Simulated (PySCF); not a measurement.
Gas-phase reaction: 2 SiF3 + H2 ⇌ 2 SiHF2 + 2 F

Energies from PySCF, thermal terms from the rigid-rotor harmonic-oscillator model, ideal gas at 1 bar. † marks an energy on the PBE0/def2-TZVP geometry and frequencies; other levels use their own. CCSD(T) freezes the core. 6-31G* has spherical d functions here. Open shells (unrestricted): SiF3 (multiplicity 2), SiHF2 (multiplicity 2), F (multiplicity 2, electronic degeneracy 6); the rest are closed-shell singlets. Spin-orbit splitting is ignored; it lowers the true energy and changes the entropy of F. B3LYP is the form with VWN-RPA correlation. SiHF2: computed as isolated molecules; such fragments, hydroxides, amides, oligomers or adducts are transient or little studied in the gas. CCSD(T) isn't extrapolated to the basis-set limit; its ΔH°(298 K) is 858.9 kJ in def2-SVP and 944.3 kJ in def2-TZVPP. The harmonic model lacks anharmonicity and excited electronic states, which grow with temperature; levels with a mode under 35 cm⁻¹ are left out.

| level | ΔE electronic, kJ | ΔH°(298 K), kJ | ΔS°(298 K), J/K | ΔG°(1200 K), kJ |
|---|---|---|---|---|
| B3LYP/def2-TZVP† | 940 | 938 | 169 | 738 |
| CCSD(T)/def2-SVP† | 861 | 859 | 169 | 658 |
| HF/6-31G* | 673 | 674 | 170 | 472 |
| HF/def2-TZVP† | 705 | 704 | 169 | 503 |
| PBE0/def2-TZVP | 933 | 931 | 169 | 731 |
ΔH° is lowest at HF/6-31G* and highest at B3LYP/def2-TZVP†. No reference value is set beside these.
